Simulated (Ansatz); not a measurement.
# How methods differ on BNH6 (B(NH3)H3)

BNH6 has 8 atoms, charge 0, and is taken as a singlet. As SMILES, `[H]B([H])([H])<-N`. The shape is that of a GFN2-xTB optimisation.

```xyz
8

B    -0.0022    0.0030   -0.8307
N     0.0021   -0.0030    0.8280
H    -0.9561    0.0344    1.1535
H     0.5158    0.8072    1.1527
H     0.4496   -0.8541    1.1461
H     1.1434   -0.0321   -1.1528
H    -0.5450    1.0152   -1.1449
H    -0.6076   -0.9705   -1.1519
```

Each level gives the energy change with the B1–H7 bond stretched from 1.191 to 2.977 Å (eV). The values are calculated.

```csv
level,kind,program,value (eV),less FCI/STO-3G,CPU time (all runs)
SVWN5/STO-3G (restricted),LDA,Ansatz,7.23,+1.44,1.6 s
revPBE/STO-3G (restricted),GGA,Ansatz,6.80,+1.01,2.5 s
r2SCAN/STO-3G (restricted),meta-GGA,Ansatz,7.34,+1.55,5.2 s
B3LYP/STO-3G (restricted),global hybrid,Ansatz,7.43,+1.64,2.7 s
wB97X/STO-3G (restricted),range-separated hybrid,Ansatz,8.30,+2.51,11 s
B2PLYP/STO-3G (restricted),double hybrid,Ansatz,7.31,+1.52,3.5 s
MP2/STO-3G (restricted),perturbation theory,Ansatz,7.44,+1.65,0.18 s
CCSDT/STO-3G (restricted),coupled cluster or CI,Ansatz,5.78,-0.01,0.84 s
FCI/STO-3G,exact in the basis,Ansatz,5.79,0.00,2.1 min
```

FCI/STO-3G is exact within its basis and frozen core, so for wave-function methods in that basis the difference is their error; functionals converge differently with the basis, so for them it is only a difference. The first shape isn't each level's own minimum. The values span 5.78 to 8.30 eV. All rows use very small basis sets, so none should be taken for the real molecule's value. CPU times are rough (shared hosts, several kinds of processor and program).
